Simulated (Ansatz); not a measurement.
Reaction (substitution at a C–C bond): `OCC(O)O` + CH₃SH → `CSC(O)O` + CH₃OH

Gas-phase electronic energies from Ansatz, PBE0-D4/def2-TZVP geometries. CBS: MP2 limit from def2 TZ/QZ plus the TZ coupled-cluster correction, frozen cores. This one scheme is used for every species. DFT in def2-TZVPP. B3LYP here is the variant with VWN-RPA as its local correlation; programs differ in this. Each species was taken in one conformer, which may not be the lowest.

`OCC(O)O`:

Z-matrix (Å, degrees):
```
C
C 1 1.516
O 1 1.411 2 109.6
H 1 1.091 2 109.5 3 117.2
H 1 1.096 2 109.8 3 -123.3
O 2 1.391 1 111.4 3 -55.4
O 2 1.411 1 105.7 3 65.8
H 2 1.096 1 111.4 3 -174.0
H 3 0.964 1 106.6 2 -61.9
H 6 0.967 2 106.2 1 39.0
H 7 0.962 2 107.3 1 -166.7
```

CH₃SH:

```xyz
6

C    -0.395    0.284    0.071
S     1.251   -0.359    0.447
H    -0.420    0.772   -0.903
H    -0.613    1.027    0.838
H    -1.151   -0.499    0.121
H     1.328   -1.225   -0.574
```

`CSC(O)O`:

Cartesian coordinates in Å:
```
C 1.622 -0.614 0.525
S 0.006 -0.315 1.253
C -0.971 0.044 -0.233
O -0.289 0.998 -0.988
O -2.231 0.468 0.157
H 2.292 -0.854 1.352
H 1.593 -1.465 -0.158
H 1.984 0.271 0.007
H -1.132 -0.875 -0.807
H -0.758 1.097 -1.824
H -2.114 1.246 0.716
```

CH₃OH:

Cartesian coordinates in Å:
```
C -0.338 0.004 0.113
O 0.872 0.534 -0.378
H -1.034 0.837 0.216
H -0.219 -0.465 1.098
H -0.782 -0.728 -0.573
H 1.502 -0.182 -0.476
```

| level | ΔE (kJ/mol) | difference from CCSD(T)/CBS |
| --- | --- | --- |
| r2SCAN-D4 | 33.1 | -2.0 |
| B3LYP-D4 | 31.1 | -4.0 |
| ωB97X-V | 37.0 | 1.9 |
| ωB97M-V | 36.7 | 1.6 |
| B2PLYP | 34.5 | -0.6 |
| PBE | 29.7 | -5.4 |
| r2SCAN | 33.5 | -1.6 |
| B3LYP | 33.5 | -1.6 |
| MP2/def2-TZVPP | 35.3 | 0.2 |
| CCSD/def2-TZVPP | 41.1 | 6.0 |
| CCSD(T)/def2-TZVPP | 39.0 | 3.9 |
| HF/def2-QZVPP | 41.1 | 6.0 |
| SCS-MP2/def2-QZVPP | 33.8 | -1.3 |
| HF/CBS(def2) | 41.0 | 5.9 |
| MP2/CBS(def2) | 31.3 | -3.8 |
| CCSD/CBS(def2) | 37.2 | 2.1 |
| CCSD(T)/CBS | 35.1 | 0 |

Largest T1 diagnostic among the species: 0.011.

From PBE to PBE0 (25 % exact exchange), in def2-TZVPP and without D4, ΔE moves by +4.7 kJ/mol. In def2-TZVPP, CCSD(T) changes the Hartree–Fock value by −3.0 kJ/mol (the triples alone add −2.1 kJ/mol) and MP2 by −6.8 kJ/mol.
